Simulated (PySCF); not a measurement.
C3H4ClO: g tensor and hyperfine couplings

C3H4ClO (doublet state).
SMILES with atom numbers: `[CH2:1]=[C:2]([Cl:3])[CH:4][OH:5]` (hydrogens: H6, H7 on C1; H8 on C4; H9 on O5)

Cartesian coordinates in Å at the GFN2-xTB level; atoms count from 1:
```
atom  x, y, z in Å
C1     1.4918    0.3862    0.2636
C2     0.2202    0.2106   -0.1991
Cl3   -0.2396    1.0103   -1.6987
C4    -0.7743   -0.5469    0.3945
O5    -2.0124   -0.6958   -0.0947
H6     1.7987   -0.0900    1.1748
H7     2.2044    0.9924   -0.2599
H8    -0.5970   -1.0753    1.3160
H9    -2.0783   -0.1855   -0.9218
```

The hyperfine couplings belong to this conformer and change with its torsions.

Method used: UKS B3LYP, pcH-1 on C Cl H O, non-relativistic, mean-field spin-orbit, GIAO (PySCF 2.14.0). Geometry: GFN2-xTB, one conformer, isolated molecule. Couplings are sensitive to structure, and on GFN2-xTB geometries they can be far from those on DFT ones. No stability test was run, so a lower SCF solution isn't excluded. ⟨S²⟩ is 0.773 where a pure state has 0.75.

| Quantity | Value |
| --- | --- |
| g1, g2, g3 | 2.00221, 2.00256, 2.00350 |
| g_iso | 2.00276 |
| Form of g | rhombic: the two nearest values differ by 27 % of g3 − g1 |
| ⟨S²⟩ | 0.7733 (exact 0.7500) |
| HOMO–LUMO gap, α and β orbitals | 5.43, 5.33 eV |

Isotropic coupling and dipolar principal values T1 to T3, in G (MHz turned into gauss with g_iso; 10 G = 1 mT):

| atom | isotope | a_iso | of which spin–orbit | T1 | T2 | T3 | Mulliken spin population |
| --- | --- | --- | --- | --- | --- | --- | --- |
| C1 | 13C | 18.6 | 0.0 | -18.0 | -17.5 | 35.5 | 0.66 |
| C2 | 13C | -18.9 | 0.0 | -9.3 | 3.7 | 5.6 | -0.21 |
| Cl3 | 35Cl | -0.6 | 0.0 | -1.9 | 0.4 | 1.5 | -0.01 |
| C4 | 13C | 17.4 | 0.0 | -17.1 | -16.9 | 34.1 | 0.54 |
| O5 | 17O | -6.0 | 0.0 | -19.3 | 9.3 | 10.0 | 0.11 |
| H6 | 1H | -13.7 | 0.0 | -7.6 | -0.5 | 8.1 | -0.03 |
| H7 | 1H | -14.9 | 0.0 | -8.8 | 0.0 | 8.8 | -0.03 |
| H8 | 1H | -13.9 | 0.0 | -7.1 | -0.9 | 8.0 | -0.03 |
| H9 | 1H | -3.5 | 0.0 | -3.6 | -2.5 | 6.1 | 0.00 |

Largest spin populations (Mulliken): C1 (+0.66), C4 (+0.54), C2 (-0.21) and O5 (+0.11). The positive populations add up to 1.31 and the negative ones to -0.31, together 2S = 1. The angles at C1 add up to 360.0°, so it is planar; its axial dipolar tensor and the negative couplings of its protons fit spin in a p orbital normal to that plane.

The SMILES `C=C(Cl)[CH]O` draws the unpaired electron on C4, whose computed spin population is only +0.54.

Axes: g1 is normal to the molecular plane, g2 points within 14° of the C1–C2 bond and g3 points within 9° of the C4–H8 bond.

Under fast tumbling the dipolar parts average out, and these isotropic splittings remain: 1 × 1H (H7, I = 1/2, 2 lines) with 1.49 mT, 1 × 1H (H8, I = 1/2, 2 lines) with 1.39 mT, 1 × 1H (H6, I = 1/2, 2 lines) with 1.37 mT, 1 × 1H (H9, I = 1/2, 2 lines) with 0.35 mT and 1 × 35Cl (Cl3, I = 3/2, 4 lines) with 0.06 mT.

Main isotope only: 35Cl (natural samples also hold 24 % 37Cl, magnetic too, which adds its own pattern).

The 17O coupling of O5 (-16.9 MHz) shows only in satellite lines or after enrichment, since that isotope makes up about 0.038 % of natural oxygen.

The 13C coupling of C2 (-53.0 MHz) shows only in satellite lines or after enrichment, since that isotope makes up about 1.07 % of natural carbon.
